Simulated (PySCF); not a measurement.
# PN2H3, a complex of two parts: interaction energy

An exercise on one series of results from a longer session: the logs are not shown, and one member is left open.

Programs: PySCF 2.14.0. All values are calculated, for the isolated system unless a continuum is named. Atoms count from 0, parts from 1.

### Starting point

6 atoms, charge 0, multiplicity 1; geometry: GFN2-xTB. Parts: 1 = atoms 0–3, `P`, charge 0; 2 = atoms 4–5, `N#N`, charge 0.

The first run:

What the job is given:

```
{"job": {"xc": "PBE0", "basis": "def2-TZVPD", "d3": "d3bj", "grid": 3, "kind": "geom", "shake": 0.01}, "charge": 0, "multiplicity": 1, "parts": [{"atoms": "0-3", "charge": 0, "multiplicity": 1}, {"atoms": "4-5", "charge": 0, "multiplicity": 1}]}
P      0.268901    -0.041595     0.746285
H     -0.428501     0.991257     0.021367
H      1.034866    -0.358157    -0.336464
H     -0.668987    -0.971636     0.439356
N      1.697590    -1.674617     2.727758
N      1.233587    -1.584803     1.733484
```

Command:

```bash
$ OMP_NUM_THREADS=1 python cluster_run.py task.json out
```

This one command runs all jobs of the session in turn.

Steps of the session up to this table: Optimising the geometry at PBE0-D3(BJ)/def2-TZVPD; Coupled-cluster interaction energy: CCSD(T) and MP2, 3.54 Å; Coupled-cluster interaction energy: CCSD(T) and MP2, 3.72 Å; Coupled-cluster interaction energy: CCSD(T) and MP2, 3.90 Å; Coupled-cluster interaction energy: CCSD(T) and MP2, 3.36 Å; Coupled-cluster interaction energy: CCSD(T) and MP2, 4.43 Å; Coupled-cluster interaction energy: CCSD(T) and MP2, 3.19 Å; Coupled-cluster interaction energy: CCSD(T) and MP2, 5.31 Å; Coupled-cluster interaction energy: CCSD(T) and MP2, 7.08 Å.

One table of the session follows, with a row left open; its other results are not shown here.

It belongs to the step «Coupled-cluster interaction energy: CCSD(T) and MP2, 7.08 Å». 

```
                 method  interaction energy (kcal/mol)
         HF/aug-cc-pVDZ                         -0.009
        MP2/aug-cc-pVDZ                         -0.026
       CCSD/aug-cc-pVDZ                              ?
    CCSD(T)/aug-cc-pVDZ                         -0.022
         HF/aug-cc-pVQZ                         -0.009
        MP2/aug-cc-pVQZ                         -0.026
    SCS-MP2/aug-cc-pVQZ                         -0.022
      MP2, extrapolated                         -0.026
CCSD(T), limit estimate                         -0.022
```

Q: Estimate the row for CCSD/aug-cc-pVDZ from the others.

The run gave: interaction energy (kcal/mol): -0.020. In the column «interaction energy (kcal/mol)» it lies between CCSD(T), limit estimate (-0.022) and HF/aug-cc-pVDZ (-0.009).
